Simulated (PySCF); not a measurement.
Gas-phase reaction: SO2 + CO ⇌ COS + O2

Energies from PySCF, thermal terms from the rigid-rotor harmonic-oscillator model, ideal gas at 1 bar. 'Table' is the NASA 1993 thermochemical table (part measured, part estimated). † marks an energy on the PBE0/def2-TZVP geometry and frequencies. MP2 freezes the core. Open shells (unrestricted): O2 (multiplicity 3); the rest are closed-shell singlets. For this reaction the table lies outside the span of B3LYP, CCSD(T), M06-2X, MP2, PBE0, r2SCAN, ωB97M-V, ωB97X-V in their largest bases here; which side is off was not settled. MP2 isn't extrapolated to the basis-set limit.

Levels: a) MP2/def2-TZVPP†; b) r2SCAN/def2-TZVP†; c) ωB97M-V/def2-TZVP†; d) MP2/def2-SVP†; e) PBE0/def2-QZVP†.

### Question
Order the levels by the distance of their ΔH°(298 K) from the table for this reaction, closest first.

### Answer
a (-11 kJ), c (-31 kJ), e (-73 kJ), b (-87 kJ), d (-142 kJ)

The table gives 269 kJ. The order holds for this reaction alone, and for the 1993 entries, some of which have been revised since.
